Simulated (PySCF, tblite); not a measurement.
Isomers of C6H5F, one GFN2-xTB conformer each. Single-point energies are computed at PBE0/pcSseg-1 (PySCF, gas phase, no added dispersion term), electronic only.

```
                SMILES  GFN2-xTB relative energy (kJ/mol)
             Fc1ccccc1                                0.0
       C#CC1=CC[C@H]1F                              282.0
C#C[C@@H]1C(=C)[C@H]1F                              332.8
```

**Question.** What does PBE0/pcSseg-1 give for the same structures?

**Answer.** 
```tsv
SMILES	PBE0/pcSseg-1 E (Eh)	PBE0/pcSseg-1 (kJ/mol)	GFN2-xTB (kJ/mol)	point group
Fc1ccccc1	-331.07678	0.0	0.0	C2v
C#CC1=CC[C@H]1F	-330.94912	335.2	282.0	C1
C#C[C@@H]1C(=C)[C@H]1F	-330.92174	407.1	332.8	C1
```

Both levels put the same isomer lowest; measured from each level's own lowest isomer, the values differ by up to 74.3 kJ/mol (C#C[C@@H]1C(=C)[C@H]1F: 332.8 against 407.1). As drawn, the lowest has an aromatic ring, which the highest lacks; the highest has a three-membered ring, a C≡C bond and a C=C bond outside aromatic rings, which the lowest lacks.

**Question.** Which frontier levels, dipoles and rotational constants go with these structures?

**Answer.** 
```json
{"SMILES": "Fc1ccccc1", "HOMO (eV, PBE0/pcSseg-1)": "-7.29", "LUMO (eV)": "-0.51", "dipole (D)": "1.56", "A, B, C (MHz)": "5736, 2587, 1783"}
{"SMILES": "C#CC1=CC[C@H]1F", "HOMO (eV, PBE0/pcSseg-1)": "-7.21", "LUMO (eV)": "-1.15", "dipole (D)": "1.86", "A, B, C (MHz)": "4928, 2110, 1557"}
{"SMILES": "C#C[C@@H]1C(=C)[C@H]1F", "HOMO (eV, PBE0/pcSseg-1)": "-7.64", "LUMO (eV)": "-0.77", "dipole (D)": "1.45", "A, B, C (MHz)": "4069, 2024, 1449"}
```

**Question.** What happens when harmonic zero-point energies from GFN2-xTB frequencies are added?

**Answer.** 
```json
{"SMILES": "Fc1ccccc1", "ZPE (kJ/mol)": "235.0", "electronic (kJ/mol)": "0.0", "with ZPE (kJ/mol)": "0.0"}
{"SMILES": "C#CC1=CC[C@H]1F", "ZPE (kJ/mol)": "225.9", "electronic (kJ/mol)": "335.2", "with ZPE (kJ/mol)": "326.0"}
{"SMILES": "C#C[C@@H]1C(=C)[C@H]1F", "ZPE (kJ/mol)": "221.9", "electronic (kJ/mol)": "407.1", "with ZPE (kJ/mol)": "393.9"}
```

The zero-point energies span 13.1 kJ/mol. The order is unchanged.
